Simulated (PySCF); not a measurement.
# How well do the runs reproduce experiment for 1,1,2-trichloroethane?

**What was measured.**

NIST CCCBDB Release 22 (SRD 101), experimental polarizabilities lists, for the gas: mean polarisability 10.26 Å³.

How close the calculation comes is told at the end.

1,1,2-trichloroethane, C₂H₃Cl₃.
SMILES with atom numbers: `[Cl:1][CH2:2][CH:3]([Cl:4])[Cl:5]` (hydrogens: H6, H7 on C2; H8 on C3)

Structure used (PBE0-D3(BJ)/def2-TZVP), in Å, numbered top down from 1:
```
atom  x, y, z in Å
Cl1   -1.6560   -0.9532   -1.0113
C2    -0.7338   -0.0983    0.2367
C3     0.6732    0.1979   -0.2253
Cl4    1.6112   -1.2746   -0.4773
Cl5    1.4388    1.2332    0.9982
H6    -0.7160   -0.7117    1.1360
H7    -1.2462    0.8407    0.4400
H8     0.6817    0.7495   -1.1621
```

The PySCF runs (gas phase, on this PBE0-D3(BJ)/def2-TZVP geometry; no spin–orbit coupling):

```json
{"level": "CAM-B3LYP/aug-cc-pVTZ", "job": "10 singlets by full TDDFT, 4 Tamm–Dancoff triplets, polarisability", "basis functions": "311", "wall time": "36 s"}
{"level": "PBE0/aug-cc-pVTZ", "job": "10 singlets by full TDDFT, 4 Tamm–Dancoff triplets, polarisability, dynamic polarisability", "basis functions": "311", "wall time": "34 s"}
{"level": "wB97X-D/aug-cc-pVTZ", "job": "10 singlets by full TDDFT, 4 Tamm–Dancoff triplets, polarisability, ΔSCF ions", "basis functions": "311", "wall time": "3.4 min"}
```

Hardware: one thread of an Intel Xeon 6975P-C, on a shared host.

**Comparison with experiment**

**Mean polarisability.** Measured: 10.26 Å³ (NIST CCCBDB Release 22 (SRD 101), experimental polarizabilities).

```tsv
level	computed (Å³)	computed − measured (Å³)	% (from the printed values)
CAM-B3LYP/aug-cc-pVTZ	10.10	-0.16	-2
PBE0/aug-cc-pVTZ	10.16	-0.10	-1
wB97X-D/aug-cc-pVTZ	10.12	-0.14	-1
```

Closest is PBE0/aug-cc-pVTZ (-0.10 Å³), furthest CAM-B3LYP/aug-cc-pVTZ (-0.16 Å³); one molecule doesn't rank methods. All 3 levels lie below the measurement. The computed values are static and purely electronic, with core orbitals frozen in the response (1 au = 0.148185 Å³). The table of measured values doesn't say here whether a value is static or optical, or holds a vibrational part. The measurement averages over conformers, the calculation has one.

No measured geometry was used, and the causes of the misses weren't examined.
